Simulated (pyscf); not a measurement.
# Concerted two-bond exchange: `[S]=[Ge]` [singlet] + `[SH2]` -> `[S]=[Ge]=[S]` + `[H][H]`

Gas phase, singlet surface, charge 0. Bonds broken: S3–H4, S3–H5. Bonds formed: Ge1–S3, H4–H5. PySCF, gas phase, ωB97X-D3(BJ)/def2-SVP geometries.

Transition state (Å):

```xyz
5

Ge     1.4740     1.7778    -0.0609
S      3.2646     2.0375    -0.9095
S     -0.4520     0.2755     0.0741
H     -1.5741    -0.7676    -0.5267
H     -1.1996    -1.1892     0.1386
```

One imaginary mode, 972i cm⁻¹; descent along it reached the two sides named, in the forms told below.

```
bond    change  reactant side (Å)  saddle  product side
------  ------  -----------------  ------  ------------
S3–H4   breaks              1.347   1.646           3.6
S3–H5   breaks              1.347   1.646           3.6
Ge1–S3   forms                3.1   2.446         1.988
H4–H5    forms              1.937   0.872         0.760
```

Electronic energies relative to the separated reactants (kcal/mol):

```tsv
level	barrier	reaction energy	reverse barrier
ωB97X-D3(BJ)/def2-TZVP	57.2	+5.3	51.9
PBE/def2-TZVP	45.4	+6.0	39.4
r²SCAN/def2-TZVP	50.0	+4.1	45.9
B3LYP-D3(BJ)/def2-TZVP	52.4	+8.8	43.6
PBE0-D3(BJ)/def2-TZVP	51.3	+6.8	44.6
M06-2X/def2-TZVP	55.3	+4.9	50.3
ωB97M-D3(BJ)/def2-TZVP	59.3	+11.9	47.4
HF/def2-TZVP	75.5	+14.7	60.8
```

With ωB97M-D3(BJ)/def2-TZVP energies and thermal terms (ideal gas, 1 atm, RRHO with modes under 100 cm⁻¹ raised to 100, one conformer, R ln 2 for chiral ones without a mode under 150 cm⁻¹), in kcal/mol:

```csv
T (K),ΔH‡,ΔG‡,ΔH,ΔG
298,57.2,65.8,+10.4,+13.5
600,57.8,74.3,+11.5,+16.2
900,58.4,82.5,+12.4,+18.3
1200,59.0,90.4,+13.0,+20.1
```

On the reactant side the descent ends in a complex, 5.7 kcal/mol under the separated species and 62.9 kcal/mol under the saddle at ωB97X-D3(BJ)/def2-TZVP. The same reactants have a lower exit, to HS–Ge:–SH [singlet] (barrier +11.8 kcal/mol at ωB97M-D3(BJ)/def2-TZVP, against +59.3 kcal/mol here). One saddle was located; it need not be the lowest between these sides. Elements up to Kr have no core potential and no relativistic terms here.
